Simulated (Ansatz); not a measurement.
GeAs, quartet in cc-pVTZ: errors against UCCSDT(Q)

Geometry: a PBE0/def2-TZVP stationary point for this spin.

```xyz
2

Ge    0.0000    0.0000    0.0000
As    0.0000    0.0000    2.5311
```

Basis cc-pVTZ; Ansatz 0.2.0. Only valence electrons are correlated (noble-gas cores and the filled d shells of p-block atoms frozen), which leaves 9 electrons in 58 orbitals. R marks a restricted (for open shells ROHF) determinant, U an unrestricted one. Active spaces: valence = (9e, 8o) chosen from the atoms' valence shells. No spin–orbit coupling is included, and no scalar relativity.

Full CI isn't at hand for all of this; UCCSDT(Q) serves as the reference, and is uncertain by the last step of the cluster series or more. The frozen core follows each run's orbitals, which can shift R against U totals by a few meV for light atoms and by up to 0.1 eV past Ca.

- UHF ⟨S²⟩: 3.787
- T1 diagnostic (RCCSD): 0.0255
- largest doubles amplitude (RCCSD): 0.070
- T1 diagnostic (UCCSD): 0.0234

```tsv
level	E − E(UCCSDT(Q)) (kJ/mol)	wall time
UHF	499.2	–
UMP2	109.3	–
UCCSD	26.9	–
UCCSD(T)	5.3	50 s
UCCSDT	1.2	–
```

Run but not shown, since their state, orbitals or frozen core can't be matched to the reference's or they repeat it: RHF, RMP2, CISD, RCCSD, RCCSD(T), BCCD(T), RCCSDT, RCCSDT(Q), CASSCF (valence space), NEVPT2 (valence space), MRCISD (valence space), MRCISD+Q (valence space).

Times hold each run's SCF and search for its determinant on a shared host, so for small cases they say little of a method's own cost; they ran on 1 thread of Arm Neoverse V1.

Natural occupations of CASSCF (valence space) about the gap: 1.993 1.971 1.938 1.004 0.998 0.997 0.051 0.049; effectively unpaired electrons, Σ n²(2−n)², 3.04.
